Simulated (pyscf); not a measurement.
F–SiH(F)–F + NH₂• → F–Si•(F)–F + NH₃ (hydrogen abstraction; doublet surface; H–Si broken, H–N formed). Single points on ωB97X-D3(BJ)/def2-SVP structures (PySCF, gas phase). Energies in kcal/mol from the separated reactants.

```csv
level,barrier,reaction energy
r²SCAN/def2-TZVP,3.1,-10.5
B3LYP-D3(BJ)/def2-TZVP,4.1,-9.6
PBE0-D3(BJ)/def2-TZVP,3.1,-11.6
M06-2X/def2-TZVP,7.6,-12.2
ωB97M-D3(BJ)/def2-TZVP,7.2,-8.9
HF/def2-TZVP,25.5,+2.9
```

The functionals in the table span 4.5 kcal/mol in this barrier, from PBE0-D3(BJ) to M06-2X. On the reactant side the descent ends in a complex, 4.3 kcal/mol under the separated species and 10.9 kcal/mol under the saddle at ωB97X-D3(BJ)/def2-TZVP. On the product side the descent ends in an adduct with a N–Si contact (not fully relaxed), 13.9 kcal/mol under the separated species and 28.8 kcal/mol under the saddle at ωB97X-D3(BJ)/def2-TZVP. One saddle was located; it need not be the lowest between these sides. The angle at the transferred H is 149°.
